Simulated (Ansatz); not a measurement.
System: fcc Rh. Method: PBEsol-D3(BJ) (Ansatz, a quantum-chemistry and plane-wave program, plane waves, PAW).

Run with plane-wave cutoff 520 eV, 24×24×24 k mesh, Fermi–Dirac smearing 0.05 eV, no spin polarisation, scalar-relativistic PAW data made under PBE.

Pressure at four volumes; x = ln(V/13.171 Å³). One pressure is withheld.

| V (Å³/atom) | x | P (GPa) |
|---|---|---|
| 12.380 | -0.0619 | ? |
| 12.644 | -0.0408 | 14.44 |
| 13.171 | 0.0000 | 0.00 |
| 13.961 | 0.0583 | -16.03 |

Pass a parabola P(x) through the three rows shown, estimate the bulk modulus and its pressure derivative near zero pressure, and predict the withheld pressure.

Slopes between the rows: (0.00 − (14.44))/(0.0000 − (-0.0408)) = -353.92 and (-16.03 − (0.00))/(0.0583 − (0.0000)) = -274.96 GPa. Their difference over the span 0.0991 is c = 78.96/0.0991 = 796.8 GPa, so P(x) = 14.44 + (-353.92)(x − (-0.0408)) + 796.8 (x − (-0.0408))(x − (0.0000)). At the middle row B = −dP/dx = −[-353.92 + 796.8 × 0.0408] = 321.4 GPa, and B′ = dB/dP = 2c/B = 5.0. At x = -0.0619 the parabola gives 22.95 GPa; the run gives 23.08 GPa. The Birch–Murnaghan fit to the energies at all volumes has B0 = 319 GPa and B′ = 5.1.

Measured, for comparison: bulk modulus 271 GPa (corrected for temperature and zero-point phonon effects, our sources range from 271 to 289; as tabulated in Levämäki et al. (2014), arXiv:1402.3671). Computed (rounded) less measured: bulk modulus +18 % (+10 % to +18 % over the range).
